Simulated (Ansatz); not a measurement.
Basis-set series for `[C-]#[N+]C(C)(C)C`. Total charge 0; spin multiplicity 1. The structure was optimised at the PBE0-D4/def2-TZVP level.

```
functional       basis  functions  energy (Eh)  HOMO (eV)  LUMO (eV)
   PBE0-D4  def2-TZVPP        312   -250.45895      -8.49       0.78
   PBE0-D4  def2-QZVPP        612   -250.47259      -8.51       0.38
   ωB97M-V  def2-TZVPP        312   -250.64327     -11.03       2.19
   ωB97M-V  def2-QZVPP        612   -250.65641     -11.04       1.48
```

Task: Give the rows for def2-SVP. (An estimate is asked.)

Result: Ansatz gave: 
```json
{"functional": "PBE0-D4", "basis": "def2-SVP", "functions": "129", "energy (Eh)": "-250.18512", "HOMO (eV)": "-8.26", "LUMO (eV)": "1.22"}
{"functional": "ωB97M-V", "basis": "def2-SVP", "functions": "129", "energy (Eh)": "-250.35363", "HOMO (eV)": "-10.75", "LUMO (eV)": "2.98"}
```

Positive LUMOs are unbound and depend on the basis.
